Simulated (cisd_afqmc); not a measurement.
Input (AFQMC/CISD/cc-pVDZ; cisd_afqmc is a phaseless AFQMC code with CISD trial states that reads the integrals written by Ansatz):

Ansatz 0.2 input:
```python
import cisd_afqmc

open("ham.yaml", "w").write("""\
crystal:
  periodic: [false, false, false]
  atoms:
    - {symbol: N, position_ang: [0.00224146, -0.00382052, 0.11155442]}
    - {symbol: H, position_ang: [-0.00202883, 0.95117179, -0.22808750]}
    - {symbol: H, position_ang: [0.80949996, -0.46442426, -0.29287493]}
    - {symbol: H, position_ang: [-0.82316134, -0.46000387, -0.25991854]}
basis:
  gaussian:
    orbitals: cc-pVDZ
magnetization: {spin_polarized: false}
correlation: {method: ccsd, electrons: outside_noble_gas, hamiltonian_folder: ham}
""")
rep = cisd_afqmc.ansatz("ham.yaml")
e_ccsd = rep["correlation"]["coupled_cluster"]["energy"]["hartree"]
out = cisd_afqmc.run("ham", e_ccsd, trial="CISD", walkers=200, populations=8, threads=8, dt=0.005, steps=40, early=24, settle=10, least=32,
    cut=5e-5, rank_cut=2e-4, target=0.0004, seconds=1500, seed=1, memory=12960, gpu=False)
```

Output:

```
orbitals 28, occupied [4], factors 147 of 265, rank of the doubles 58 of 96
E(HF) = -56.195470
E(CCSD) on the cut factors = -56.398019, shift to the whole factors -0.000017
Energy of the trial state on the determinant = -56.398089
  tau behind 7.2 of longer steps, mean of the populations' last blocks
   2.0  -56.40235
   4.0  -56.40329
   6.0  -56.40284
   8.0  -56.40359
blocks 380 (0 outliers left out), error by blocks joined: 1: 0.00010, 2: 0.00012, 4: 0.00014, 8: 0.00015, 16: 0.00016
E(AFQMC/CISD) = -56.40291 +/- 0.00016
```

The two halves of the walk average -56.40328 and -56.40254 Eh, farther apart than the printed bar allows, so the bar may be too narrow.
